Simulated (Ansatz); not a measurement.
Energy needed to pull apart C2H2ClF (SMILES FC=CCl), closed shell, into free ground-state atoms, from the structure below (displaced at random from a GFN2-xTB minimum); no zero-point or spin–orbit terms; open-shell atoms are treated unrestricted, in their ground-state multiplicity.

F1  (-0.313, 1.792, 0.085)
C2  (-0.003, 0.601, -0.399)
C3  (0.016, -0.486, 0.420)
Cl4  (0.405, -2.077, -0.192)
H5  (0.202, 0.567, -1.491)
H6  (-0.212, -0.393, 1.490)
(Å)

Ansatz 0.2.0; basis: def2-TZVPP; cores frozen in the correlated methods.

| method | atomization energy (kJ/mol) |
| --- | --- |
| SPW92 | 2718 |
| PBE-D4 | 2395 |
| revPBE-D4 | 2319 |
| r2SCAN-D4 | 2305 |
| PBE0-D4 | 2315 |
| wB97M-V | 2296 |
| HF | ? |
| MP2 | 2294 |
| CCSD | ? |
| CCSD(T) | 2221 |

**Question.** What does CCSD give? (An estimate is asked for; the value comes from the calculation.)

**Answer.** By the calculation: 2169 kJ/mol, which is about 52 kJ/mol less than CCSD(T)/def2-TZVPP.

**Question.** What does HF give? (An estimate is asked for; the value comes from the calculation.)

**Answer.** The calculation gives: 1593 kJ/mol, which is about 628 kJ/mol less than CCSD(T)/def2-TZVPP.

In triple zeta the MP2 and coupled-cluster atomization energies are still short of their basis limit by a few kcal/mol a bond, whereas those of the functionals are nearly converged, so these differences are not deviations from converged CCSD(T).

No T1 diagnostic of these runs exceeds 0.012. The restricted Hartree–Fock reference is unstable towards an unrestricted one here.

For scale, one of the runs: CCSD(T)/def2-TZVPP forces, 163 basis functions (an equivalent command: `ansatz run in.yaml --threads 4`). The run took 120 s on 4 CPU threads (shared host), with 2.4 GiB of host memory at its peak.
